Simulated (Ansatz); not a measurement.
**CO2 (singlet): wave-function methods side by side, cc-pVDZ**

The task here is to estimate one member of a computed series from the others.

Method: cc-pVDZ, core rule «outside noble gas», up to 3 orbitals frozen; program: Ansatz 0.2.0, Gaussian basis.

To be run: UHF; CCSD(T) on RHF; BCCD(T) on RHF; CISD; CCSDT(Q) on RHF; CISDTQ; CCSDTQ on RHF; CASSCF and MRCISD+Q, 16 electrons in 12 orbitals; CASSCF and NEVPT2, 16 electrons in 12 orbitals.

9 further runs of the same task are left out: 9 set aside as unsound or not needed.

### The geometry

The geometry is an MP2(full)/6-31G* stationary point (not a proven minimum).

3 atoms, charge 0, spin multiplicity 1.

Atoms are counted from 1 here; the program's logs count them from 0.

Bond lengths: C1–O2 1.179 Å, C1–O3 1.179 Å. Angles: O2–C1–O3 180.0°.

Geometry (Å):

```
C     0.0000    0.0000    0.0000
O     0.0000    0.0000   -1.1787
O     0.0000    0.0000    1.1787
```

Set-up of the first run:

File in.yaml:

```yaml
crystal:
  periodic: [false, false, false]
  atoms:
    - {symbol: C, position_ang: [0.000000, 0.000000, 0.000000]}
    - {symbol: O, position_ang: [0.000000, 0.000000, -1.178658]}
    - {symbol: O, position_ang: [0.000000, 0.000000, 1.178658]}
basis:
  gaussian: {orbitals: cc-pVDZ}
magnetization: {spin_polarized: true, initial_magnetization: 0}
hamiltonian: {xc: hf}
output: {orbitals: {seedname: orbitals}}
```

Run with:

```console
ansatz run in.yaml --threads 1 --pin off --events-out ev --progress --plain --max-ram 3956MiB --backend cpu
```

Among the steps run: UHF; CCSD(T) on RHF; BCCD(T) on RHF; CISD; CCSDT(Q) on RHF; CISDTQ; CCSDTQ on RHF; CASSCF and MRCISD+Q, 16 electrons in 12 orbitals; CASSCF and NEVPT2, 16 electrons in 12 orbitals.

One of the session's tables, all rows but one given; the rest of the session is left out.

It belongs to the step «Misses and costs». 

| method | from RCCSDTQ (meV) |
| --- | --- |
| RHF | +13714.5 |
| RMP2 | +456.3 |
| CISD | +1819.7 |
| RCCSD | +571.7 |
| RCCSD(T) | +57.7 |
| BCCD(T) | +47.5 |
| RCCSDT | ? |
| CISDTQ | +164.9 |
| RCCSDT(Q) | -9.6 |
| RCCSDTQ | 0 |
| CASSCF valence | +8744.3 |
| NEVPT2 valence | +1311.5 |
| MRCISD valence | +619.8 |
| MRCISD+Q valence | +52.1 |

**Question.** Estimate the row for RCCSDT.

As computed: from RCCSDTQ (meV): +50.8. In the column «from RCCSDTQ (meV)» it lies between BCCD(T) (+47.5) and MRCISD+Q valence (+52.1).
